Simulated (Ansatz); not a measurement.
[BH₂···H···CH₃], doublet: transfer scan

Starting geometry:

```yaml
atoms:
  - { symbol: B, position_ang: [-1.3394, 0.0000, 0.0000] }
  - { symbol: H, position_ang: [-1.9362, 1.0336, 0.0000] }
  - { symbol: H, position_ang: [-1.9362, -1.0336, 0.0000] }
  - { symbol: H, position_ang: [-0.1460, 0.0000, 0.0000] }
  - { symbol: C, position_ang: [1.2326, 0.0000, 0.0000] }
  - { symbol: H, position_ang: [1.2326, -1.0800, 0.0000] }
  - { symbol: H, position_ang: [1.2326, 0.5400, 0.9353] }
  - { symbol: H, position_ang: [1.2326, 0.5400, -0.9353] }
```

From there H4 is moved from one fragment to the other while all else, the fragments' distance too, stays fixed; atoms are numbered as listed. Energies are in kcal/mol, counted from the starting geometry at the same level.

Basis cc-pVDZ; Ansatz 0.2.0. Correlated methods freeze the noble-gas cores. Prefix R: restricted or restricted open-shell reference; prefix U: unrestricted.

Full CI isn't at hand for all of this; UCCSDT(Q) serves as the reference, and is uncertain by about the last step of the cluster series. The frozen core follows each run's orbitals, which can shift R against U totals by a few meV.

```tsv
distance B1-H4 (Å)	RHF
1.194	0.0
1.235	2.3
1.317	7.5
1.400	11.5
1.482	14.2
```

Problem. Estimate the UCCSDT(Q) curve in cc-pVDZ from this one, knowing how RHF errs.

Solution. The computed UCCSDT(Q) values, in kcal/mol from the starting point, and the error of RHF against them:
```tsv
distance B1-H4 (Å)	UCCSDT(Q)	RHF less UCCSDT(Q)
1.194	0.0	0.0
1.235	0.7	1.6
1.317	3.0	4.5
1.400	6.1	5.3
1.482	10.4	3.8
```

The error spans 5.3 kcal/mol and is largest, 5.3 kcal/mol, at 1.400 Å.
